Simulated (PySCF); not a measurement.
C2H5O, SMILES C([O])C, multiplicity 2. Geometry: PBE-D3(BJ)/def2-TZVP. The isomer is the one that the SMILES or the coordinates give; other isomers of the formula were not compared.

Computed equilibrium geometry at PBE-D3(BJ)/def2-TZVP (PySCF confirms it by a frequency run) as bond lengths and angles, and its point group:
point group Cs.
Atoms: C1 C2 O3 H4 H5 H6 H7 H8. Bond lengths (Å): C1–C2 1.525, C1–H4 1.100, C1–H5 1.099, C1–H6 1.099, C2–O3 1.351, C2–H7 1.123, C2–H8 1.123. Bond angles (°): C2–C1–H4 111.0, C2–C1–H5 110.3, C2–C1–H6 110.3, H4–C1–H5 108.5, H4–C1–H6 108.5, H5–C1–H6 108.1, C1–C2–O3 117.2, C1–C2–H7 111.5, C1–C2–H8 111.5, O3–C2–H7 107.7, O3–C2–H8 107.7, H7–C2–H8 99.9.
Charge 0, spin multiplicity 2.
